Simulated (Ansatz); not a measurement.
# AlHS+ (doublet): the correlation ladder, cc-pVTZ

One table from this session's results is given with a row withheld; the runs are named, their logs left out.

Computed with Ansatz 0.2.0, Gaussian basis. Level: cc-pVTZ, core rule «outside noble gas», up to 10 orbitals frozen.

Plan: UHF; CCSD(T) on ROHF; CCSD(T) on UHF; BCCD(T) on ROHF; CCSDT(Q) on ROHF; CCSDT(Q) on UHF.

19 further runs of the same task are left out: 13 for a known fault of the program, 6 set aside as unsound or not needed.

### The geometry

The geometry is a PBE0/def2-TZVP stationary point (not a proven minimum) of the parent state, kept for this charge and spin.

3 atoms, charge 1, spin multiplicity 2.

Atoms are counted from 1 here; the program's logs count them from 0.

Bond lengths: Al1–S2 2.185 Å, S2–H3 1.348 Å. Angles: Al1–S2–H3 99.2°.

The first run:

Input file in.yaml:

```yaml
crystal:
  periodic: [false, false, false]
  atoms:
    - {symbol: Al, position_ang: [0.000000, 0.032224, 1.206475]}
    - {symbol: S, position_ang: [0.000000, -0.066502, -0.975876]}
    - {symbol: H, position_ang: [0.000000, 1.252993, -1.251158]}
basis:
  gaussian: {orbitals: cc-pVTZ}
total_charge: 1
magnetization: {spin_polarized: true, initial_magnetization: 1}
hamiltonian: {xc: hf}
output: {orbitals: {seedname: orbitals}}
```

The run is started by

```
$ ansatz run in.yaml --threads 1 --pin off --events-out ev --progress --plain --max-ram 4096MiB --backend cpu
```

Among the steps run: UHF; CCSD(T) on ROHF; CCSD(T) on UHF; BCCD(T) on ROHF; CCSDT(Q) on ROHF; CCSDT(Q) on UHF.

One table of the session follows, with a row left open; its other results are not shown here.

```
   method  from UCCSDT(Q) (meV)
     ROHF               +6631.5
      UHF               +6549.5
     RMP2               +1009.9
     UMP2               +1006.3
    RCCSD                +362.4
    UCCSD                     ?
 RCCSD(T)                 +48.6
 UCCSD(T)                 +48.3
  BCCD(T)                 +48.8
   RCCSDT                 +21.9
   UCCSDT                 +19.8
RCCSDT(Q)                  +2.9
UCCSDT(Q)                     0
```

Q: Estimate the row for UCCSD from the others.

The run gave: from UCCSDT(Q) (meV): +353.2. In the column «from UCCSDT(Q) (meV)» it lies between BCCD(T) (+48.8) and RCCSD (+362.4).

To keep in mind: Restricted and unrestricted rows rest on different reference determinants; where their highest levels disagree by more than a few hundredths of an eV, they describe different states and don't form one ladder.
